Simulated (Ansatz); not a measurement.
in.yaml

```yaml
crystal:
  periodic: [false, false, false]
  atoms:
    - {symbol: O, position_ang: [0.000000, -0.092053, 0.034879]}
    - {symbol: H, position_ang: [0.000000, 0.969515, -1.350076]}
    - {symbol: H, position_ang: [0.000000, 0.491675, 0.796429]}
basis:
  gaussian: {orbitals: 6-31G, fitting: {mean_field: def2-universal-jkfit}}
correlation: {method: fic_mrcisd_q, electrons: outside_noble_gas, active_space: {window: {electrons: 4, orbitals: 7}}}
```

```sh
$ ansatz run in.yaml --threads 1 --pin off --events-out ev --progress --plain --max-ram 2393MiB
```

Log:

```
113 factors; integrals over basis functions are off by at most 1.6e-1 eV
mean field evaluation 1: about -2059.1680 eV, gradient 3.7e1 eV
mean field evaluation 2: about -2060.3142 eV, gradient 3.9e1 eV
mean field evaluation 4: about -2063.0510 eV, gradient 1.3e0 eV
mean field evaluation 8: about -2063.0566 eV, gradient 1.9e-6 eV
mean field -2063.05662679 eV, -75.8159326444 hartree, gradient 1.9e-6 eV, S^2 0.000000; 0 other end points of the search recorded, 0 dependent functions left out; unrestricted orbitals would lower it
reference -2063.05662679 eV, -75.8159326444 hartree; 5, 5 occupied and 8, 8 virtual orbitals, 113 factors
state -2066.34403553 eV, -75.9367426874 hartree
contracted CI cycle   1: correlation 0.00000000 eV, 0.0000000000 hartree, residual 1.29e1 eV
contracted CI cycle   2: correlation -1.76116087 eV, -0.0647214682 hartree, residual 1.99e0 eV
contracted CI cycle   3: correlation -1.81307713 eV, -0.0666293558 hartree, residual 4.02e-1 eV
contracted CI cycle   4: correlation -1.81526743 eV, -0.0667098475 hartree, residual 1.27e-1 eV
contracted CI cycle   5: correlation -1.81552053 eV, -0.0667191489 hartree, residual 5.27e-2 eV
contracted CI cycle   6: correlation -1.81557767 eV, -0.0667212488 hartree, residual 2.96e-2 eV
contracted CI cycle   7: correlation -1.81559349 eV, -0.0667218300 hartree, residual 1.29e-2 eV
contracted CI cycle   8: correlation -1.81559595 eV, -0.0667219206 hartree, residual 4.28e-3 eV
contracted CI cycle   9: correlation -1.81559620 eV, -0.0667219297 hartree, residual 1.27e-3 eV
state -2066.34403553 eV, -75.9367426874 hartree; corrected -2068.19890778 eV, -76.0049079852 hartree
Total energy: -2068.19890778 eV, -76.0049079852 hartree
```

Natural occupations: 1.9705 1.7309 0.2665 0.0268 0.0028 0.0020 0.0004.

Ran on 1 thread of Intel Xeon Platinum 8488C, shared host: 1.8 s wall, 0.16 GiB peak host memory.
